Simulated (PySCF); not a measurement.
Isomers of [C3H3]+, one conformer each. Level of theory: core-valence-separated Tamm–Dancoff BHandHLYP/aug-pcX-1 (pcseg-1 on H) in PySCF, non-relativistic, gas phase, PBE0-D3(BJ)/def2-SVP geometry. No empirical shift is added; at this level the pattern usually sits a few eV under experiment.

P. `C#C[CH2+]`
Q. `c1[cH+]c1`

Main lines, eV (oscillator strength):
1. C K: 282.7 (0.254), 289.5 (0.052), 289.8 (0.134)
2. C K: 280.4 (0.039), 280.5 (0.121), 283.7 (0.067), 285.3 (0.059), 285.8 (0.073)
Listed: the first five lines at most of each edge with a tenth or more of its strongest line's intensity; roots within 0.03 eV on the same or equivalent atoms are summed. Only the lowest roots were sought, and the top ones are left out.

Question: Which spectrum belongs to which isomer?

Answer: 1 = Q, 2 = P.
- P: first C line listed at 280.4 eV, hole on the carbon bonded to C and H.
- Q: first C line listed at 282.7 eV, hole on the unsaturated ring CH carbon.

Question: What are the ground-state energies of the isomers at BHandHLYP/aug-pcX-1 (pcseg-1 on H), relative to the lowest?

Answer: P 134.9, Q 0.0 kJ/mol (electronic energies on these geometries, no dispersion or zero-point terms).
